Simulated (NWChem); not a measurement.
A series in which one site is exchanged, each optimised at B3LYP/6-31G* with NWChem, gas phase unless a solvent is named. Pople sets run with spherical d functions. This build's default masses of Se (78.918 u) and Br (79.917 u) are each other's, which moves their modes by up to 0.6 %.

A: ClC(Cl)Br (CHBrCl$_{2}$; site = Br)
B: ClC(Cl)Cl (CHCl₃; site = Cl)
C: ClCCl (CH$_{2}$Cl$_{2}$; site = H)
D: FC(Cl)Cl (CHCl₂F; site = F)

Rank them by SMD solvation free energy in n-hexane, B3LYP/6-31G* (kcal/mol), lowest first.

A (-4.8), B (-4.3), C (-3.8), D (-3.1)
